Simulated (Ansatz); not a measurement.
A made-up structure of BSiH3F, doublet:

```tsv
atom	x (Å)	y (Å)	z (Å)
B1	0.9563	-1.4608	0.6854
Si2	0.4995	0.0216	0.2627
F3	-1.2062	0.2148	-0.6669
H4	-1.9836	-0.0695	-1.0451
H5	1.5549	0.5594	-0.6346
H6	0.4140	0.8204	1.5129
```

It is relaxed with PBE-D4/def2-SVP and then PBE0-D4/def2-TZVP (Ansatz 0.2.0). Atoms count as bonded within 1.22 times the sum of their covalent radii (H–H: 0.88 Å). The end point is not checked to be a true minimum.

Task: Does its bonding change? (A judgement: the text doesn't fix the answer.)

Result: Computed: Yes. Formed: none; broken: Si2–F3.

Where it ends: The first stage lowers the energy by 2.43 eV in 17 steps. It ends as a complex of BSiH₂ ([B][SiH2]) + HF:
B1  (0.372, -1.528, 0.385)
Si2  (0.704, 0.386, 0.331)
F3  (-2.274, -0.100, -1.203)
H4  (-1.459, 0.087, -0.783)
H5  (2.012, 0.492, -0.386)
H6  (0.881, 0.749, 1.770)
(Å)

Labels in which every atom is bracketed show which atoms are joined, not bond orders.

For scale, one of the runs: PBE0-D4/def2-TZVP relaxation, 117 basis functions, launched by `ansatz run in.yaml --threads 2 --pin off --events-out ev --progress --plain --max-ram 4352MiB`. The run took about 90 s on 2 CPU threads of an Arm Neoverse V2 (shared host).
